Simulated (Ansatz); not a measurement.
Ansatz (a quantum-chemistry and plane-wave program) input:

Ansatz 0.2 input:
```yaml
crystal:
  periodic: [false, false, false]
  atoms:
    - {symbol: C, position_ang: [0.01285381, -0.02953288, -0.15718055]}
    - {symbol: Cl, position_ang: [-0.00588103, 0.33771783, 1.47776407]}
    - {symbol: H, position_ang: [0.95920184, -0.12250124, -0.64802717]}
    - {symbol: H, position_ang: [-0.92234390, -0.16261550, -0.65974545]}
basis:
  gaussian:
    orbitals: def2-TZVP
hamiltonian:
  xc: b3lyp
  dispersion: d3bj
magnetization: {spin_polarized: true, initial_magnetization: 1}
relax: {f_tol: 0.002, max_steps: 150}
```

Task: What final total energy does it print?

Result: -499.49233 Eh (B3LYP-D3(BJ)/def2-TZVP). The basis has 80 functions.

It need not be the lowest isomer of its formula.
